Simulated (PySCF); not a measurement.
# A barrier at the coupled-cluster level

Start structure (CH₈OSi, closed shell), relaxed at PBE0-D4/def2-TZVP:

```xyz
11
angstrom
Si 0.1028 1.0954 0.9995
H 0.4760 -0.1441 1.7174
H 1.0143 1.3073 -0.1581
H -1.2861 0.9811 0.4761
O 0.2349 2.3107 2.1050
H 0.0213 -2.0690 -0.3428
C -0.0847 -1.7858 -1.3900
H 0.0350 3.2016 1.8165
H 0.8064 -1.2495 -1.7150
H -0.9592 -1.1466 -1.5089
H -0.2081 -2.6837 -1.9948
```

The step: SiH₄O ([OH][SiH3]) + CH₄ → CH₆OSi ([CH3][SiH2][OH]) + H₂; bonds formed: Si1–C7, H2–H6; bonds broken: Si1–H2, H6–C7. Computed with PySCF 2.14 with density fitting (its default auxiliary sets; JK sets also for MP2 and CCSD(T)) (basis: def2-TZVPP and def2-QZVPP); correlated methods freeze the cores. Extrapolation: Hartree–Fock as exp(−7.88 √X), correlation as X^−2.97. Energies below are by CCSD(T) at an estimated basis limit (MP2 extrapolated from triple and quadruple zeta, plus CCSD(T) − MP2 in triple zeta).

Question: What are the electronic barrier and the energy of the step, from the start structure to the end structure? (An estimate is asked for; the value comes from the calculation.)

Answer: By the calculation: Barrier 3.147 eV; step energy 0.194 eV (uphill); reverse barrier, their difference, 2.954 eV. Barrier and step energy count from the start structure, the reverse barrier from the end structure.

The saddle point: One imaginary mode of 1463i cm⁻¹.
```json
{"pair": "Si1–C7", "start (Å)": "3.75", "saddle (Å)": "2.16", "end (Å)": "1.85"}
{"pair": "H2–H6", "start (Å)": "2.86", "saddle (Å)": "1.10", "end (Å)": "0.75"}
{"pair": "Si1–H2", "start (Å)": "1.48", "saddle (Å)": "1.68", "end (Å)": "3.44"}
{"pair": "H6–C7", "start (Å)": "1.09", "saddle (Å)": "1.39", "end (Å)": "4.10"}
```

Zero-point energy (harmonic, PBE0-D4): ZPE is 2.277 eV at the start and 2.260 eV at the saddle, so the barrier goes from 3.147 to 3.130 eV.

T1 diagnostic: at most 0.012.

Labels in which every atom is bracketed show which atoms are joined, not bond orders.

For scale, one of the runs: CCSD(T)/def2-TZVPP, 216 basis functions, launched by `OMP_NUM_THREADS=4 python run.py`. The run took 2.2 min on 4 CPU threads of an AMD EPYC 9R45 (shared host), with 3 GiB of host memory at its peak.
